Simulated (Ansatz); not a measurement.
# AlH5O, SMILES [OH2+][AlH3-]: a single point from an input written key by key

With Ansatz's Python interface.

At the Python prompt:
```pycon
>>> import ansatz as az
>>> DECK = """
... crystal:
...   periodic: [false, false, false]
...   atoms:
...     - { symbol: O, position_ang: [-0.3473, -1.1963, -0.1185] }
...     - { symbol: Al, position_ang: [0.0216, 0.6312, -0.1033] }
...     - { symbol: H, position_ang: [-0.6207, -1.3738, 0.801] }
...     - { symbol: H, position_ang: [0.5369, -1.5947, -0.3269] }
...     - { symbol: H, position_ang: [0.4936, 1.0858, -1.5769] }
...     - { symbol: H, position_ang: [-1.2588, 1.492, 0.3353] }
...     - { symbol: H, position_ang: [1.236, 0.8878, 0.9436] }
... basis:
...   gaussian: { orbitals: def2-SVP }
... hamiltonian:
...   xc: b3lyp
... """
>>> session = az.Session.from_yaml(DECK)
>>> data = session.plan(threads=1).execute().report
>>> for key in ("converged", "free_energy_ev", "reference_energy_ev", "n_frozen", "n_occupied", "n_virtual"):
...     print(f"{key:22s} {data[key]}")
...
converged              True
free_energy_ev         -8721.869976725506
reference_energy_ev    -8721.869976725506
n_frozen               0
n_occupied             [13, 13]
n_virtual              [44, 44]
>>> symbols = ["O", "Al", "H", "H", "H", "H", "H"]
>>> state = data["mean_field"]["state"]
>>> print(f"mean field: {state['energy']['hartree']:.7f} Ha, <S^2> = {abs(state['spin_squared']):.4f}, stability: {state.get('stability', {}).get('kind')}")
mean field: -320.5228097 Ha, <S^2> = 0.0000, stability: minimum
```

Caveats:
- Total energies depend on the basis set; only differences at equal settings carry meaning.
- The geometry is a force-field or estimated start, not a minimum of this method, and the basis set is short of its limit.
- b3lyp holds the VWN-RPA fit, as in Gaussian; the form of ORCA and Turbomole is b3lyp5.
- Timing: 0.9 s on 1 thread of AMD EPYC 7B13 (Zen 3), with other jobs on the host, peak memory 0.15 GiB.
